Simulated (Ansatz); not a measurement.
Results of HSE06 (Ansatz, a program for electronic structure, PAW) for GeS (Pnma, No. 62).

Settings: plane-wave cutoff 460 eV, 2×6×6 k mesh (along the axes of the cell as run), Fermi–Dirac smearing 0.01 eV, scalar-relativistic PAW data made under PBE.

Cell (relaxed with PBEsol):

```xyz
8
Lattice="10.2939 0.0000 0.0000 0.0000 3.6626 0.0000 0.0000 0.0000 4.1539" Properties=species:S:1:pos:R:3 pbc="T T T"
Ge     9.0664     0.9156     1.5765
Ge     1.2275     2.7469     2.5775
Ge     6.3745     2.7469     3.6535
Ge     3.9195     0.9156     0.5005
S      6.6677     0.9156     2.0556
S      3.6262     2.7469     2.0983
S      8.7732     2.7469    -0.0214
S      1.5207     0.9156     4.1753
```

Question: Give the computed band gap and smallest direct gap on the k points sampled.

Answer: 
* **band gap**: 1.39 eV (indirect)
* **smallest direct gap on the k points sampled**: 1.70 eV

Note: the cell comes from a level without a dispersion term, which matters for the spacing of layers, chains or molecules; cell and atoms aren't relaxed at this level (pressure 1.7 GPa).

Spin–orbit coupling is not included.

The computed numbers hold no vibrational or temperature effects.
